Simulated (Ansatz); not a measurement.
CH4BN, SMILES `BN=C`. The species carries charge 0 and has multiplicity 1. The structure was optimised at the PBE0-D4/def2-TZVP level.

```xyz
7

B     0.404   -0.110   -1.233
N    -0.015    0.004    0.046
C    -0.400    0.109    1.220
H     1.438    0.404   -1.547
H    -0.274   -0.722   -2.007
H    -0.121   -0.627    1.980
H    -1.032    0.942    1.541
```

What is the dipole moment at ωB97M-V/def2-TZVPP? (An estimate is asked.)

Ansatz gave: 2.19 D, with components (-0.68, 0.19, 2.07) D in this frame, pointing from negative to positive charge.

And with PBE, r2SCAN, B3LYP? (Best estimate.)

The calculation gave: PBE 2.05 D, r2SCAN 2.05 D, B3LYP 2.09 D.

Give the Mulliken charges with ωB97M-V, B3LYP, r2SCAN in def2-TZVPP. (Estimate.)

Computed: 
| atom | ωB97M-V | B3LYP | r2SCAN |
| --- | --- | --- | --- |
| B1 | -0.25 | -0.22 | -0.15 |
| N2 | -0.01 | 0.05 | 0.01 |
| C3 | -0.06 | -0.09 | 0.00 |
| H4 | 0.04 | 0.02 | -0.01 |
| H5 | 0.04 | 0.02 | -0.01 |
| H6 | 0.11 | 0.11 | 0.09 |
| H7 | 0.11 | 0.11 | 0.09 |

B3LYP here is the variant with VWN-RPA as its local correlation; programs differ in this.
